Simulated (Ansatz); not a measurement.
One crystal and one scan (energy against volume) at two levels, PBE (plane waves to 420 eV, PAW, scalar-relativistic; Ansatz, a quantum-chemistry and plane-wave program) and r2SCAN (plane waves to 500 eV, PAW, scalar-relativistic; Ansatz), each from its own relaxed cell and on its own mesh. The cell shown is that of PBE.

BN (zinc blende)

```yaml
crystal:
  lattice:
    - [0.00000, 1.81236, 1.81236]
    - [1.81236, 0.00000, 1.81236]
    - [1.81236, 1.81236, 0.00000]
  atoms:
    - { symbol: N, position: [0.75000, 0.75000, 0.75000] }
    - { symbol: B, position: [0.00000, 0.00000, 0.00000] }
```

Equation-of-state scan: isotropic scaling of the cell above, V₀ being its volume. Symmetry pins the atoms to their sites.

The energy includes the smearing's −TS. BN was relaxed with its symmetry unable to fall. Percentages come from the unrounded values. Both scans cover V/V₀ from 0.840 to 1.160.

```csv
quantity,PBE,r2SCAN,PBE − r2SCAN
Lattice constant a (Å),3.625,3.610,+0.015 (+0.4 %)
Pressure at the smallest volume (GPa),89.0,93.5,-4.5 (-4.9 %)
Energy cost of the largest compression (meV/atom),231.0,240.2,-9.2 (-3.8 %)
Energy cost of the largest expansion (meV/atom),139.7,145.8,-6.1 (-4.2 %)
Bulk modulus B₀ (third-order Birch-Murnaghan fit) (GPa),371.0,391.5,-20.5 (-5.2 %)
Pressure derivative B₀′ (fit),3.7,3.6,+0.1 (+1 %)
Pressure for 5 % compression (fit) (GPa),20.9,22.0,-1.1 (-5 %)
```

PBE gives the higher value for: lattice constant a. PBE gives the lower value for: pressure at the smallest volume; energy cost of the largest compression; energy cost of the largest expansion; bulk modulus B₀; pressure for 5 % compression. They agree on: pressure derivative B₀′ (within 1.5 %). For the lattice constant a the reference is 3.593 Å (measured, corrected to the static lattice; as given in Tamar Goldzak, Xiao Wang, Hong-Zhou Ye et al., The Journal of Chemical Physics (2022), arXiv:2208.04865): r2SCAN lies nearer. For the bulk modulus B₀ the reference is 410.2 GPa (measured, corrected to the static lattice; as given in Daniel Mejia-Rodriguez, S. B. Trickey, Physical Review B (2018), arXiv:1807.09216): within its tolerance of 5.3 % it doesn't tell which level is nearer. 

ΔE (meV/atom), each from the relaxed starting cell of its own level:

```tsv
V/V₀	PBE	r2SCAN
0.840	231.0	240.2
0.867	152.9	159.1
0.893	93.5	97.3
0.920	50.2	52.3
0.947	21.4	22.3
0.973	5.1	5.3
1.000	0.0	0.0
1.027	4.7	4.9
1.053	18.1	18.9
1.080	39.1	40.8
1.107	66.9	69.8
1.133	100.7	105.1
1.160	139.7	145.8
```

(A scan under strain: stresses follow from slopes of the energy per volume, elastic moduli from its curvatures.)
